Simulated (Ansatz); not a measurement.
hcp Mg, treated with HSE06 (plane waves, PAW; Ansatz, a program for electronic structure).

Input:

Ansatz 0.2 input:
```yaml
crystal:
  lattice:
    - [-1.60465, -2.779335, 0.0]
    - [-1.60465, 2.779335, 0.0]
    - [0.0, 0.0, -5.2106]
  atoms:
    - { symbol: Mg, position: [0.333333, 0.666667, 0.25] }
    - { symbol: Mg, position: [0.666667, 0.333333, 0.75] }
basis:
  ecutwfc: 460
  ecutrho_ratio: 4
  xc_grid: 2
kpoints:
  mp_grid: { grid: [12, 12, 6] }
hamiltonian:
  xc: hse06
  dispersion: none
  pseudopotentials: { kind: paw }
scf:
  occupations: { method: fermi_dirac, width: 0.05 }
  convergence: { dr2_threshold: 0.0000000002 }
output:
  forces: true
  stress: true
  eigenvalues: true
```

How many irreducible k-points, plane waves at Γ does the program set up, and what pressure does the run end with?

76 irreducible k-points, 1087 plane waves at Γ; P = -0.57 GPa, so the cell is stretched on average and its volume would shrink at this level.

From the output:

```
WARN the atoms were moved onto the symmetric positions of the space group found under crystal.symmetry.tolerance 1.0e-5 (fractional …
WARN output.stress: scf.exx.energy_threshold = 1e-6 eV is looser than the 2e-8 eV advised for a stress under a hybrid functional (1e-8 eV for each atom of the …
Crystal: 2 atoms, lattice volume = 46.477 Å³
Basis set: ecut = 460 eV, 1087 PW (Γ), exchange–correlation on 48×48×80 points (8 copies of the dense FFT grid, shifted against one another)
Bands: 14, of which v1, the nominal top of the filled ones, is band 10 counted from 1 (9 counted from 0)
Symmetry: 24 space group operations
Space group: P63/mmc (ITA 194), of the structure as read, at distance tolerance 3.6e-5 Å
k-points: 76 of 864
SCF iter   1: F=—  HF=-3847.609272 eV  |F-HF|=—  |Δ(HF+E_count)|=         —  Δρ=8.42e-4  dr2=3.92e-4
SCF iter   2: F=—  HF=-3847.609351 eV  |F-HF|=—  |Δ(HF+E_count)|=   7.89e-5  Δρ=5.82e-4  dr2=1.98e-4
  ...
SCF 1 converged in 6 iterations: F = -3847.609351 eV  dr2 = 6.67e-11
Crystal: 2 atoms, lattice volume = 46.477 Å³
Initial density: handed on by an earlier stage of this run
Crystal: 2 atoms, lattice volume = 46.477 Å³
SCF iter   4: F=—  HF=-3848.148657 eV  |F-HF|=—  |Δ(HF+E_count)|=  9.62e-10  Δρ=1.30e-6  dr2=7.98e-10
SCF iter   5: F=-3848.148657 eV  HF=-3848.148657 eV  |F-HF|=1.77e-11  |Δ(HF+E_count)|=  4.00e-10  Δρ=2.22e-7  dr2=1.72e-11
SCF 3 converged in 5 iterations: F = -3848.148657 eV  dr2 = 1.72e-11
Free energy (F): -3848.148657 eV
Internal energy: -3848.141200 eV  (E = F + TS)
E sigma→0 (E₀):  -3848.144928 eV
Fermi energy:    5.496742 eV
--- Forces (eV/Å), atoms counted from 1 ---
  atom   1  Mg     0.00000000    -0.00000000     0.00000000
  atom   2  Mg     0.00000000     0.00000000    -0.00000000
--- Stress (GPa, compression-positive) ---
       -0.287736       0.000000      -0.000000
        0.000000      -0.287736       0.000000
       -0.000000       0.000000      -1.138261
  P = ⅓ Tr σ = -0.5712 GPa (-5.712 kbar)
```

The PAW data were made under PBE.

Note: the run warned that the count of filled bands differs between k points. Note: cell and atoms aren't relaxed at this level (pressure -0.6 GPa).
